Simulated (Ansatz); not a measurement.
# SiO (SMILES O=[Si]) at wB97M-V/def2-TZVPPD

What is the vertical ionisation energy of SiO at wB97M-V/def2-TZVPPD? 

The calculation is run with Ansatz 0.2.0.

32 further runs of the same task are left out: 32 set aside as unsound or not needed.

## 1. The structure to begin with

SiO has 2 atoms, charge 0, and is taken as a singlet. SMILES: `O=[Si]`. The shape is that of a PBE0-D4/def2-TZVP optimisation.

Bond lengths: O1–Si2 1.509 Å.

## 2. A single-point energy at wB97M-V/def2-TZVPPD

File molecule.yaml:

```yaml
crystal:
  periodic: [false, false, false]
  atoms:
    - {symbol: O, position_ang: [-0.640700, 0.231500, -0.324000]}
    - {symbol: Si, position_ang: [0.640700, -0.231500, 0.324000]}
basis:
  gaussian:
    orbitals: def2-TZVPPD.json
hamiltonian:
  xc: {name: wB97M-V}
accuracy: high
output:
  orbitals: {seedname: orbitals}
```

The basis set def2-TZVPPD is read from a file made from the Basis Set Exchange's data (not shown).

Started as:

```sh
ansatz run molecule.yaml --threads 1 --pin off --max-ram 3480MiB --events-out events.jsonl --progress --plain --runs-dir runs
```

Log:

```text
Warning: RAYON_NUM_THREADS=1 ignored (pool sized by the plan → 1); use --threads N
Functional definition: wB97M-V
  name "wB97M-V"
  parameter omega = 0.3/bohr
  parameter cx = 0.15
  parameter cx01 = 1.007
  parameter cx10 = 0.259
  parameter css00 = 0.443
  parameter css04 = -1.437
  parameter css10 = -4.535
  parameter css20 = -3.390
  parameter css43 = 4.278
  parameter cos00 = 1.000
  parameter cos10 = 1.358
  parameter cos20 = 2.924
  parameter cos21 = -8.812
  parameter cos60 = -1.390
  parameter cos61 = 9.142
  parameter b = 6.0
  parameter c = 0.01
  gx(w, u) = 1 - cx + cx01*u + cx10*w
  gss(w, u) = css00 + css04*u^4 + css10*w + css20*w^2 + css43*w^4*u^3
  gos(w, u) = cos00 + cos10*w + (cos20 + cos21*u)*w^2 + (cos60 + cos61*u)*w^6
  exchange = spin_sum(e_x_unif_sr(omega)*gx(b97_w, b97_u_x)) + cx*exact_x_sr(omega) + exact_x_lr(omega)
  correlation = spin_sum(e_c_pw_mod_same_spin*gss(b97_w, b97_u_same))
      + integral(e_c_pw_mod_opposite_spin*gos(b97_w_opposite, b97_u_opposite)) + vv10(b, c)
1168 factors; integrals over basis functions are off by at most 3.9e-9 eV
276 factors; integrals over basis functions are off by at most 2.1e-9 eV
mean field evaluation 1: about -9917.3911 eV, gradient 6.4e1 eV
mean field evaluation 2: about -9888.3067 eV, gradient 1.3e2 eV
mean field evaluation 4: about -9925.0148 eV, gradient 1.3e0 eV
mean field evaluation 8: about -9925.0185 eV, gradient 9.2e-3 eV
mean field evaluation 16: about -9925.0185 eV, gradient 3.2e-6 eV
mean field -9925.01854835 eV, -364.7377042326 hartree, gradient 3.8e-8 eV, S^2 0.000000; 0 other end points of the search recorded, 0 dependent functions left out
reference -9925.01855210 eV, -364.7377043703 hartree; 11, 11 occupied and 77, 77 virtual orbitals, 1168 factors
Total energy: -9925.01855210 eV, -364.7377043703 hartree
```

Run time: 14 s. Hardware: 1 thread of Arm Neoverse V2, shared host; peak memory 0.28 GiB.

## 3. The doublet cation at the same level

File run.yaml:

```yaml
basis:
  gaussian:
    orbitals: def2-TZVPPD.json
crystal:
  periodic: [false, false, false]
  atoms:
    - {symbol: O, position_ang: [-0.640700, 0.231500, -0.324000]}
    - {symbol: Si, position_ang: [0.640700, -0.231500, 0.324000]}
total_charge: 1
magnetization:
  spin_polarized: true
  initial_magnetization: 1
hamiltonian:
  xc: {name: wB97M-V}
accuracy: high
output: {orbitals: {seedname: orbitals}}
```

The basis set def2-TZVPPD is read from a file made from the Basis Set Exchange's data (not shown).

Started as:

```sh
ansatz run run.yaml --threads 1 --pin off --max-ram 3480MiB --events-out events.jsonl --progress --plain --runs-dir runs
```

Log, cut to the lines that bear on the results:

```text
Warning: RAYON_NUM_THREADS=1 ignored (pool sized by the plan → 1); use --threads N
[... 2 set-up lines as earlier in the session ...]
[...]
  gx(w, u) = 1 - cx + cx01*u + cx10*w
  gss(w, u) = css00 + css04*u^4 + css10*w + css20*w^2 + css43*w^4*u^3
  gos(w, u) = cos00 + cos10*w + (cos20 + cos21*u)*w^2 + (cos60 + cos61*u)*w^6
[...]
      + integral(e_c_pw_mod_opposite_spin*gos(b97_w_opposite, b97_u_opposite)) + vv10(b, c)
1168 factors; integrals over basis functions are off by at most 3.9e-9 eV
276 factors; integrals over basis functions are off by at most 2.1e-9 eV
[...]
mean field -9913.49548139 eV, -364.3142393324 hartree, gradient 4.9e-8 eV, S^2 0.758968; 1 other end points of the search recorded, 0 dependent functions left out
reference -9913.49548603 eV, -364.3142395029 hartree; 11, 10 occupied and 77, 78 virtual orbitals, 1168 factors
Total energy: -9913.49548603 eV, -364.3142395029 hartree
```

Run time: 41 s. Hardware: 1 thread of Arm Neoverse V2, shared host; peak memory 0.49 GiB.

## 4. Results

Level: wB97M-V/def2-TZVPPD.

| quantity | value |
| --- | --- |
| singlet SiO: total energy | -364.73770 Eh |
| singlet SiO: HOMO energy | -11.07 eV |
| singlet SiO: LUMO energy | -0.05 eV |
| singlet SiO: HOMO–LUMO gap | 11.02 eV |
| doublet cation: total energy | -364.31424 Eh |
| doublet cation: HOMO energy (highest over α and β) | -20.23 eV |
| doublet cation: LUMO energy (lowest over α and β) | -11.99 eV |
| doublet cation: ⟨S²⟩ | 0.759 |
| vertical ionisation energy (to the doublet cation) | 11.523 eV |

In words: Removing an electron at fixed nuclei costs 11.52 eV (266 kcal/mol). −ε(HOMO) before ionisation, 11.07 eV, is 0.45 eV below this ionisation energy.
